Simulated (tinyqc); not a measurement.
Worked calculation (part 1 of 2): ROHF in the sto-6g basis, for NH, spin multiplicity 3. Computed by tinyqc, a small Python program that keeps every step (integrals from PySCF). Settings: charge = 0, multiplicity = 3, basis = sto-6g, energy threshold = 1e-08, iteration cap = 55, orthogonalisation = canonical, start = random, DIIS depth = 0, method = ROHF. Command: `OMP_NUM_THREADS=1 python tinyqc.py 28563 28564 out.jsonl` (the two numbers bound the seeds that draw the settings). One thread of a shared host (Intel(R) Xeon(R) Processor @ 2.60GHz), about 0.08 s of CPU time with the checks. Later iterations appear only in the table of the cycle.

## One-electron integrals

Geometry (angstrom):
```
atom         x         y         z
N     0.000000  0.000000  0.000000
H     0.000000  0.000000  1.564000
```

Basis sto-6g: exponents (1/bohr^2) and contraction coefficients of normalised primitives:
```
element  l (shell)     exponent  coefficient
N            s (1)  1027.828458     0.009164
N            s (1)   188.451223     0.049361
N            s (1)    52.721861     0.168538
N            s (1)    18.111382     0.370563
N            s (1)     7.033180     0.416492
N            s (1)     2.896652     0.130334
N            s (2)    39.198808    -0.013253
N            s (2)     7.758467    -0.046992
N            s (2)     2.411326    -0.033785
N            s (2)     0.927724     0.250242
N            s (2)     0.402911     0.595117
N            s (2)     0.184684     0.240706
N            p (3)    39.198808     0.003760
N            p (3)     7.758467     0.037679
N            p (3)     2.411326     0.173897
N            p (3)     0.927724     0.418036
N            p (3)     0.402911     0.425860
N            p (3)     0.184684     0.101708
H            s (1)    35.523221     0.009164
H            s (1)     6.513144     0.049361
H            s (1)     1.822143     0.168538
H            s (1)     0.625955     0.370563
H            s (1)     0.243077     0.416492
H            s (1)     0.100112     0.130334
```

Overlap, kinetic and nuclear-attraction integrals over the contracted functions; the nuclear repulsion is the sum of Za Zb / Rab.

nuclear repulsion = 2.36844020 hartree

overlap S, order 1N 1s, 1N 2s, 1N 2px, 1N 2py, 1N 2pz, 2H 1s:
$$\begin{pmatrix}
1.000000 & 0.229416 & 0.000000 & 0.000000 & 0.000000 & 0.016896 \\
0.229416 & 1.000000 & 0.000000 & 0.000000 & 0.000000 & 0.222133 \\
0.000000 & 0.000000 & 1.000000 & 0.000000 & 0.000000 & 0.000000 \\
0.000000 & 0.000000 & 0.000000 & 1.000000 & 0.000000 & 0.000000 \\
0.000000 & 0.000000 & 0.000000 & 0.000000 & 1.000000 & 0.234339 \\
0.016896 & 0.222133 & 0.000000 & 0.000000 & 0.234339 & 1.000000
\end{pmatrix}$$

kinetic energy T (hartree), order 1N 1s, 1N 2s, 1N 2px, 1N 2py, 1N 2pz, 2H 1s:
$$\begin{pmatrix}
22.236411 & -0.678745 & 0.000000 & 0.000000 & 0.000000 & -0.005537 \\
-0.678745 & 0.632900 & 0.000000 & 0.000000 & 0.000000 & -0.001458 \\
0.000000 & 0.000000 & 1.901294 & 0.000000 & 0.000000 & 0.000000 \\
0.000000 & 0.000000 & 0.000000 & 1.901294 & 0.000000 & 0.000000 \\
0.000000 & 0.000000 & 0.000000 & 0.000000 & 1.901294 & 0.046108 \\
-0.005537 & -0.001458 & 0.000000 & 0.000000 & 0.046108 & 0.768522
\end{pmatrix}$$

nuclear attraction V (hartree), order 1N 1s, 1N 2s, 1N 2px, 1N 2py, 1N 2pz, 2H 1s:
$$\begin{pmatrix}
-47.011827 & -4.724678 & 0.000000 & 0.000000 & -0.007019 & -0.395391 \\
-4.724678 & -7.163251 & 0.000000 & 0.000000 & -0.084111 & -1.124062 \\
0.000000 & 0.000000 & -7.148043 & 0.000000 & 0.000000 & 0.000000 \\
0.000000 & 0.000000 & 0.000000 & -7.148043 & 0.000000 & 0.000000 \\
-0.007019 & -0.084111 & 0.000000 & 0.000000 & -7.192764 & -1.064886 \\
-0.395391 & -1.124062 & 0.000000 & 0.000000 & -1.064886 & -3.600759
\end{pmatrix}$$

core Hamiltonian H = T + V (hartree), order 1N 1s, 1N 2s, 1N 2px, 1N 2py, 1N 2pz, 2H 1s:
$$\begin{pmatrix}
-24.775416 & -5.403424 & 0.000000 & 0.000000 & -0.007019 & -0.400928 \\
-5.403424 & -6.530351 & 0.000000 & 0.000000 & -0.084111 & -1.125520 \\
0.000000 & 0.000000 & -5.246749 & 0.000000 & 0.000000 & 0.000000 \\
0.000000 & 0.000000 & 0.000000 & -5.246749 & 0.000000 & 0.000000 \\
-0.007019 & -0.084111 & 0.000000 & 0.000000 & -5.291469 & -1.018778 \\
-0.400928 & -1.125520 & 0.000000 & 0.000000 & -1.018778 & -2.832236
\end{pmatrix}$$

## Two-electron integrals

Functions are numbered as in S; the eight-fold symmetry (ij|kl) = (ji|kl) = (kl|ij) leaves the list below.

Two-electron integrals (ij|kl) in chemists' order, unique and non-zero (hartree):
```
(11|11) 4.168742   (21|11) 0.583648   (21|21) 0.104114   (22|11) 0.968487
(22|21) 0.214450   (22|22) 0.708398   (31|31) 0.022075   (32|31) 0.033611
(32|32) 0.156576   (33|11) 0.968488   (33|21) 0.214450   (33|22) 0.708398
(33|33) 0.763241   (41|41) 0.022075   (42|41) 0.033611   (42|42) 0.156576
(43|43) 0.041133   (44|11) 0.968488   (44|21) 0.214450   (44|22) 0.708398
(44|33) 0.680975   (44|44) 0.763241   (51|51) 0.022075   (52|51) 0.033611
(52|52) 0.156576   (53|53) 0.041133   (54|54) 0.041133   (55|11) 0.968488
(55|21) 0.214450   (55|22) 0.708398   (55|33) 0.680975   (55|44) 0.680975
(55|55) 0.763241   (61|11) 0.045460   (61|21) 0.007792   (61|22) 0.015764
(61|33) 0.015723   (61|44) 0.015723   (61|51) 0.000437   (61|52) 0.000868
(61|55) 0.015846   (61|61) 0.000596   (62|11) 0.140500   (62|21) 0.031686
(62|22) 0.119652   (62|33) 0.117085   (62|44) 0.117085   (62|51) 0.002826
(62|52) 0.022788   (62|55) 0.124784   (62|61) 0.002416   (62|62) 0.029163
(63|31) 0.003007   (63|32) 0.018048   (63|53) 0.004310   (63|63) 0.003283
(64|41) 0.003007   (64|42) 0.018048   (64|54) 0.004310   (64|64) 0.003283
(65|11) 0.125959   (65|21) 0.028735   (65|22) 0.114951   (65|33) 0.109931
(65|44) 0.109931   (65|51) 0.005103   (65|52) 0.037456   (65|55) 0.124991
(65|61) 0.002266   (65|62) 0.033483   (65|65) 0.041041   (66|11) 0.337255
(66|21) 0.077327   (66|22) 0.333629   (66|33) 0.321397   (66|44) 0.321397
(66|51) 0.006824   (66|52) 0.077937   (66|55) 0.358094   (66|61) 0.005912
(66|62) 0.115173   (66|65) 0.146620   (66|66) 0.774999
```

## Orthogonalisation

S = U s U^T; canonical form X = U s^(-1/2), so that X^T S X = 1. Each column of U has its largest component positive (the first on a tie).

eigenvalues of S: [0.639161, 0.846302, 1.000000, 1.000000, 1.138637, 1.375901]

X, order 1N 1s, 1N 2s, 1N 2px, 1N 2py, 1N 2pz, 2H 1s:
$$\begin{pmatrix}
0.438378 & 0.675750 & 0.000000 & 0.000000 & -0.546687 & 0.330638 \\
-0.745331 & -0.422873 & 0.000000 & 0.000000 & -0.355601 & 0.504082 \\
0.000000 & 0.000000 & 0.657230 & 0.753690 & 0.000000 & 0.000000 \\
0.000000 & 0.000000 & 0.753690 & -0.657230 & 0.000000 & 0.000000 \\
-0.492257 & 0.617962 & 0.000000 & 0.000000 & 0.579223 & 0.318901 \\
0.757986 & -0.405309 & 0.000000 & 0.000000 & 0.342673 & 0.511546
\end{pmatrix}$$

Within a degenerate level the vectors are fixed only up to a rotation; this is one choice.

## Starting guess

The start is random orthonormal orbitals; D(s) = C_occ C_occ^T for each spin.

D(alpha) at the start, order 1N 1s, 1N 2s, 1N 2px, 1N 2py, 1N 2pz, 2H 1s:
$$\begin{pmatrix}
0.872990 & -0.200972 & -0.119758 & 0.312597 & -0.015305 & 0.233021 \\
-0.200972 & 1.101059 & 0.032834 & -0.085704 & 0.061968 & -0.310415 \\
-0.119758 & 0.032834 & 0.922058 & 0.203445 & -0.003830 & 0.125493 \\
0.312597 & -0.085704 & 0.203445 & 0.468961 & 0.009998 & -0.327567 \\
-0.015305 & 0.061968 & -0.003830 & 0.009998 & 1.061202 & -0.255805 \\
0.233021 & -0.310415 & 0.125493 & -0.327567 & -0.255805 & 0.915865
\end{pmatrix}$$

D(beta) at the start, order 1N 1s, 1N 2s, 1N 2px, 1N 2py, 1N 2pz, 2H 1s:
$$\begin{pmatrix}
0.212077 & -0.060779 & 0.001976 & 0.283906 & 0.161023 & -0.279926 \\
-0.060779 & 0.498432 & -0.395458 & -0.230478 & 0.277566 & -0.110037 \\
0.001976 & -0.395458 & 0.616891 & 0.102746 & 0.141431 & 0.284305 \\
0.283906 & -0.230478 & 0.102746 & 0.427989 & 0.084277 & -0.325721 \\
0.161023 & 0.277566 & 0.141431 & 0.084277 & 0.902427 & -0.159394 \\
-0.279926 & -0.110037 & 0.284305 & -0.325721 & -0.159394 & 0.503120
\end{pmatrix}$$

## Iteration 1: building the Fock matrix

J_ij = sum D_kl (ij|kl) with D = D(alpha) + D(beta), K_ij = sum D_kl (ik|jl) for each spin; F = H + J - K(s); E = tr D H + tr D J / 2 - 0.5 sum_s tr D(s) K(s) + E_nn.

Coulomb J (hartree), order 1N 1s, 1N 2s, 1N 2px, 1N 2py, 1N 2pz, 2H 1s:
$$\begin{pmatrix}
10.279354 & 1.923775 & -0.027112 & 0.001153 & 0.032285 & 0.145015 \\
1.923775 & 5.464167 & -0.106682 & -0.082496 & 0.176365 & 0.984657 \\
-0.027112 & -0.106682 & 5.459097 & 0.025189 & 0.014852 & -0.009921 \\
0.001153 & -0.082496 & 0.025189 & 5.406282 & 0.002125 & -0.011303 \\
0.032285 & 0.176365 & 0.014852 & 0.002125 & 5.527115 & 0.991236 \\
0.145015 & 0.984657 & -0.009921 & -0.011303 & 0.991236 & 3.280622
\end{pmatrix}$$

exchange K(alpha) (hartree), order 1N 1s, 1N 2s, 1N 2px, 1N 2py, 1N 2pz, 2H 1s:
$$\begin{pmatrix}
3.590116 & 0.633594 & -0.108133 & 0.282252 & 0.017191 & 0.111453 \\
0.633594 & 1.124175 & 0.015651 & -0.040853 & 0.003566 & 0.184892 \\
-0.108133 & 0.015651 & 0.935852 & 0.146909 & 0.011570 & 0.042501 \\
0.282252 & -0.040853 & 0.146909 & 0.608666 & -0.030201 & -0.110939 \\
0.017191 & 0.003566 & 0.011570 & -0.030201 & 0.998096 & 0.172814 \\
0.111453 & 0.184892 & 0.042501 & -0.110939 & 0.172814 & 0.649893
\end{pmatrix}$$

exchange K(beta) (hartree), order 1N 1s, 1N 2s, 1N 2px, 1N 2py, 1N 2pz, 2H 1s:
$$\begin{pmatrix}
0.881023 & 0.184822 & -0.090815 & 0.217953 & 0.187519 & -0.048542 \\
0.184822 & 0.617338 & -0.303151 & -0.172947 & 0.247026 & 0.132008 \\
-0.090815 & -0.303151 & 0.598822 & 0.074194 & 0.134608 & 0.055063 \\
0.217953 & -0.172947 & 0.074194 & 0.462414 & 0.023646 & -0.121955 \\
0.187519 & 0.247026 & 0.134608 & 0.023646 & 0.780090 & 0.172274 \\
-0.048542 & 0.132008 & 0.055063 & -0.121955 & 0.172274 & 0.388673
\end{pmatrix}$$

F(alpha) (hartree), order 1N 1s, 1N 2s, 1N 2px, 1N 2py, 1N 2pz, 2H 1s:
$$\begin{pmatrix}
-18.086178 & -4.113243 & 0.081021 & -0.281100 & 0.008075 & -0.367365 \\
-4.113243 & -2.190359 & -0.122333 & -0.041643 & 0.088688 & -0.325755 \\
0.081021 & -0.122333 & -0.723504 & -0.121720 & 0.003282 & -0.052422 \\
-0.281100 & -0.041643 & -0.121720 & -0.449133 & 0.032326 & 0.099636 \\
0.008075 & 0.088688 & 0.003282 & 0.032326 & -0.762450 & -0.200356 \\
-0.367365 & -0.325755 & -0.052422 & 0.099636 & -0.200356 & -0.201507
\end{pmatrix}$$

F(beta) (hartree), order 1N 1s, 1N 2s, 1N 2px, 1N 2py, 1N 2pz, 2H 1s:
$$\begin{pmatrix}
-15.377084 & -3.664471 & 0.063703 & -0.216800 & -0.162252 & -0.207371 \\
-3.664471 & -1.683522 & 0.196470 & 0.090451 & -0.154772 & -0.272871 \\
0.063703 & 0.196470 & -0.386474 & -0.049005 & -0.119756 & -0.064984 \\
-0.216800 & 0.090451 & -0.049005 & -0.302881 & -0.021522 & 0.110652 \\
-0.162252 & -0.154772 & -0.119756 & -0.021522 & -0.544444 & -0.199816 \\
-0.207371 & -0.272871 & -0.064984 & 0.110652 & -0.199816 & 0.059713
\end{pmatrix}$$

total energy of this density = -39.31932933 hartree

## Iteration 1: Roothaan effective Fock matrix

With projectors Pc = D(beta) S, Po = (D(alpha) - D(beta)) S, Pv = 1 - D(alpha) S, the block xy is Px^T F Py; with Fc = (F(alpha) + F(beta))/2, the blocks are Fc for cc, oo, vv and cv, F(beta) for co and F(alpha) for ov.

effective F (hartree), order 1N 1s, 1N 2s, 1N 2px, 1N 2py, 1N 2pz, 2H 1s:
$$\begin{pmatrix}
-16.679956 & -3.869559 & -0.059420 & 0.160872 & 0.009597 & -0.321315 \\
-3.869559 & -1.941078 & 0.001254 & 0.143596 & -0.007091 & -0.302385 \\
-0.059420 & 0.001254 & -0.513358 & -0.138241 & -0.056058 & -0.140869 \\
0.160872 & 0.143596 & -0.138241 & -0.317473 & -0.044294 & 0.382601 \\
0.009597 & -0.007091 & -0.056058 & -0.044294 & -0.676377 & -0.132084 \\
-0.321315 & -0.302385 & -0.140869 & 0.382601 & -0.132084 & -0.143223
\end{pmatrix}$$

## Iteration 1: diagonalisation and new density

Diagonalise F' = X^T F X, C = X C', fill 5 alpha and 3 beta electrons from the bottom; D(s) = C_occ C_occ^T. Each column has its largest component positive (the first on a tie).

F' = X^T F X (hartree):
$$\begin{pmatrix}
-1.783958 & -2.825879 & 0.137721 & -0.260955 & 2.879890 & -1.687511 \\
-2.825879 & -5.883884 & -0.113320 & 0.074630 & 5.544638 & -4.156402 \\
0.137721 & -0.113320 & -0.539041 & -0.115846 & -0.057302 & 0.159901 \\
-0.260955 & 0.074630 & -0.115846 & -0.291790 & -0.014653 & -0.283996 \\
2.879890 & 5.544638 & -0.057302 & -0.014653 & -6.840288 & 4.735763 \\
-1.687511 & -4.156402 & 0.159901 & -0.283996 & 4.735763 & -4.020822
\end{pmatrix}$$

orbital energies (hartree): MO1 -16.681969, MO2 -1.119422, MO3 -0.724074, MO4 -0.561394, MO5 -0.536828, MO6 0.263903

coefficients C, order 1N 1s, 1N 2s, 1N 2px, 1N 2py, 1N 2pz, 2H 1s:
$$\begin{pmatrix}
0.999343 & -0.235007 & -0.024256 & -0.044723 & -0.005313 & 0.021684 \\
0.002415 & 1.002554 & 0.132572 & 0.272041 & -0.012291 & -0.134302 \\
0.003605 & -0.053948 & 0.335129 & -0.042401 & 0.908272 & -0.240850 \\
-0.009875 & -0.161314 & 0.352515 & 0.712610 & 0.048159 & 0.582650 \\
-0.001183 & -0.013462 & 0.895170 & -0.271667 & -0.391690 & -0.180705 \\
0.002417 & 0.039610 & -0.189462 & -0.584380 & 0.262067 & 0.818701
\end{pmatrix}$$

D(alpha) after iteration 1, order 1N 1s, 1N 2s, 1N 2px, 1N 2py, 1N 2pz, 2H 1s:
$$\begin{pmatrix}
1.056531 & -0.248510 & 0.005223 & -0.012634 & -0.005501 & 0.022445 \\
-0.248510 & 1.096854 & -0.032347 & 0.078251 & 0.036085 & -0.147597 \\
0.005223 & -0.032347 & 0.941991 & 0.140331 & -0.043523 & 0.197184 \\
-0.012634 & 0.078251 & 0.140331 & 0.660519 & 0.105288 & -0.477016 \\
-0.005501 & 0.036085 & -0.043523 & 0.105288 & 1.028736 & -0.114029 \\
0.022445 & -0.147597 & 0.197184 & -0.477016 & -0.114029 & 0.447650
\end{pmatrix}$$

D(beta) after iteration 1, order 1N 1s, 1N 2s, 1N 2px, 1N 2py, 1N 2pz, 2H 1s:
$$\begin{pmatrix}
1.054502 & -0.236409 & 0.008152 & 0.019491 & -0.019732 & -0.002298 \\
-0.236409 & 1.022696 & -0.009648 & -0.115016 & 0.105175 & 0.014600 \\
0.008152 & -0.009648 & 0.115235 & 0.126805 & 0.300720 & -0.065622 \\
0.019491 & -0.115016 & 0.126805 & 0.150386 & 0.317744 & -0.073202 \\
-0.019732 & 0.105175 & 0.300720 & 0.317744 & 0.801512 & -0.170136 \\
-0.002298 & 0.014600 & -0.065622 & -0.073202 & -0.170136 & 0.037471
\end{pmatrix}$$

## Iteration 2: building the Fock matrix

As before.

Coulomb J (hartree), order 1N 1s, 1N 2s, 1N 2px, 1N 2py, 1N 2pz, 2H 1s:
$$\begin{pmatrix}
13.925385 & 2.391851 & -0.001441 & -0.005477 & 0.008058 & 0.181384 \\
2.391851 & 6.023264 & -0.007503 & -0.030913 & 0.053035 & 1.002073 \\
-0.001441 & -0.007503 & 6.006421 & 0.021976 & 0.022293 & 0.001645 \\
-0.005477 & -0.030913 & 0.021976 & 5.986157 & 0.030058 & -0.001252 \\
0.008058 & 0.053035 & 0.022293 & 0.030058 & 6.077214 & 0.965123 \\
0.181384 & 1.002073 & 0.001645 & -0.001252 & 0.965123 & 2.883835
\end{pmatrix}$$

exchange K(alpha) (hartree), order 1N 1s, 1N 2s, 1N 2px, 1N 2py, 1N 2pz, 2H 1s:
$$\begin{pmatrix}
4.286510 & 0.670736 & 0.000843 & -0.002038 & 0.000595 & 0.053867 \\
0.670736 & 1.166372 & -0.000037 & 0.000090 & 0.006715 & 0.187038 \\
0.000843 & -0.000037 & 0.962102 & 0.101334 & -0.008902 & 0.054776 \\
-0.002038 & 0.000090 & 0.101334 & 0.758849 & 0.021535 & -0.132512 \\
0.000595 & 0.006715 & -0.008902 & 0.021535 & 1.008487 & 0.169648 \\
0.053867 & 0.187038 & 0.054776 & -0.132512 & 0.169648 & 0.361047
\end{pmatrix}$$

exchange K(beta) (hartree), order 1N 1s, 1N 2s, 1N 2px, 1N 2py, 1N 2pz, 2H 1s:
$$\begin{pmatrix}
4.249916 & 0.616885 & 0.004452 & -0.010595 & 0.003207 & 0.050062 \\
0.616885 & 0.896643 & -0.015191 & -0.104543 & 0.061669 & 0.158556 \\
0.004452 & -0.015191 & 0.293792 & 0.091567 & 0.209655 & 0.011897 \\
-0.010595 & -0.104543 & 0.091567 & 0.319175 & 0.221083 & -0.002645 \\
0.003207 & 0.061669 & 0.209655 & 0.221083 & 0.750265 & 0.080062 \\
0.050062 & 0.158556 & 0.011897 & -0.002645 & 0.080062 & 0.052516
\end{pmatrix}$$

F(alpha) (hartree), order 1N 1s, 1N 2s, 1N 2px, 1N 2py, 1N 2pz, 2H 1s:
$$\begin{pmatrix}
-15.136541 & -3.682308 & -0.002284 & -0.003439 & 0.000444 & -0.273411 \\
-3.682308 & -1.673460 & -0.007466 & -0.031003 & -0.037791 & -0.310484 \\
-0.002284 & -0.007466 & -0.202431 & -0.079358 & 0.031194 & -0.053131 \\
-0.003439 & -0.031003 & -0.079358 & -0.019442 & 0.008524 & 0.131259 \\
0.000444 & -0.037791 & 0.031194 & 0.008524 & -0.222742 & -0.223302 \\
-0.273411 & -0.310484 & -0.053131 & 0.131259 & -0.223302 & -0.309448
\end{pmatrix}$$

F(beta) (hartree), order 1N 1s, 1N 2s, 1N 2px, 1N 2py, 1N 2pz, 2H 1s:
$$\begin{pmatrix}
-15.099947 & -3.628457 & -0.005894 & 0.005118 & -0.002168 & -0.269606 \\
-3.628457 & -1.403731 & 0.007688 & 0.073630 & -0.092746 & -0.282003 \\
-0.005894 & 0.007688 & 0.465880 & -0.069591 & -0.187363 & -0.010252 \\
0.005118 & 0.073630 & -0.069591 & 0.420233 & -0.191024 & 0.001393 \\
-0.002168 & -0.092746 & -0.187363 & -0.191024 & 0.035480 & -0.133717 \\
-0.269606 & -0.282003 & -0.010252 & 0.001393 & -0.133717 & -0.000917
\end{pmatrix}$$

total energy of this density = -54.27414929 hartree

## Iteration 2: Roothaan effective Fock matrix

As before.

effective F (hartree), order 1N 1s, 1N 2s, 1N 2px, 1N 2py, 1N 2pz, 2H 1s:
$$\begin{pmatrix}
-15.118149 & -3.654334 & -0.003923 & 0.005159 & -0.003558 & -0.275294 \\
-3.654334 & -1.531568 & 0.000989 & 0.037351 & -0.076306 & -0.313204 \\
-0.003923 & 0.000989 & 0.126463 & -0.064826 & -0.080832 & -0.029168 \\
0.005159 & 0.037351 & -0.064826 & 0.169759 & -0.083112 & 0.068931 \\
-0.003558 & -0.076306 & -0.080832 & -0.083112 & -0.093903 & -0.175068 \\
-0.275294 & -0.313204 & -0.029168 & 0.068931 & -0.175068 & -0.134224
\end{pmatrix}$$

## Iteration 2: diagonalisation and new density

As before.

F' = X^T F X (hartree):
$$\begin{pmatrix}
-1.220885 & -2.557229 & 0.060943 & -0.032943 & 2.497321 & -1.652212 \\
-2.557229 & -4.978765 & -0.096120 & 0.029157 & 5.287837 & -3.750089 \\
0.060943 & -0.096120 & 0.086834 & -0.030269 & -0.066778 & -0.005197 \\
-0.032943 & 0.029157 & -0.030269 & 0.209388 & -0.014771 & -0.050526 \\
2.497321 & 5.287837 & -0.066778 & -0.014771 & -6.036402 & 4.367029 \\
-1.652212 & -3.750089 & -0.005197 & -0.050526 & 4.367029 & -3.641756
\end{pmatrix}$$

orbital energies (hartree): MO1 -15.120721, MO2 -0.711159, MO3 -0.191470, MO4 0.005870, MO5 0.166013, MO6 0.269882

coefficients C, order 1N 1s, 1N 2s, 1N 2px, 1N 2py, 1N 2pz, 2H 1s:
$$\begin{pmatrix}
0.996732 & -0.236997 & 0.064951 & 0.053222 & 0.009092 & 0.014958 \\
0.013979 & 0.965846 & -0.303696 & -0.276786 & -0.060188 & -0.096807 \\
0.000254 & 0.011391 & 0.258607 & -0.357259 & 0.870671 & -0.217465 \\
-0.000358 & -0.040181 & 0.155622 & -0.572990 & -0.081110 & 0.799544 \\
0.000681 & 0.116279 & 0.720790 & -0.350132 & -0.467374 & -0.432783 \\
-0.001674 & 0.158795 & 0.456456 & 0.750183 & 0.291637 & 0.486337
\end{pmatrix}$$

D(alpha) after iteration 2, order 1N 1s, 1N 2s, 1N 2px, 1N 2py, 1N 2pz, 2H 1s:
$$\begin{pmatrix}
1.056777 & -0.249974 & 0.003253 & -0.011960 & -0.002946 & 0.032924 \\
-0.249974 & 1.105519 & -0.021052 & 0.077402 & 0.018457 & -0.210469 \\
0.003253 & -0.021052 & 0.952709 & 0.173873 & -0.094115 & 0.105761 \\
-0.011960 & 0.077402 & 0.173873 & 0.360730 & 0.346029 & -0.388848 \\
-0.002946 & 0.018457 & -0.094115 & 0.346029 & 0.874089 & -0.051494 \\
0.032924 & -0.210469 & 0.105761 & -0.388848 & -0.051494 & 0.881398
\end{pmatrix}$$

D(beta) after iteration 2, order 1N 1s, 1N 2s, 1N 2px, 1N 2py, 1N 2pz, 2H 1s:
$$\begin{pmatrix}
1.053862 & -0.234696 & 0.014351 & 0.019274 & 0.019938 & -0.009655 \\
-0.234696 & 1.025286 & -0.067533 & -0.086076 & -0.106584 & 0.014724 \\
0.014351 & -0.067533 & 0.067008 & 0.039787 & 0.187726 & 0.119851 \\
0.019274 & -0.086076 & 0.039787 & 0.025833 & 0.107498 & 0.064655 \\
0.019938 & -0.106584 & 0.187726 & 0.107498 & 0.533059 & 0.347472 \\
-0.009655 & 0.014724 & 0.119851 & 0.064655 & 0.347472 & 0.233571
\end{pmatrix}$$
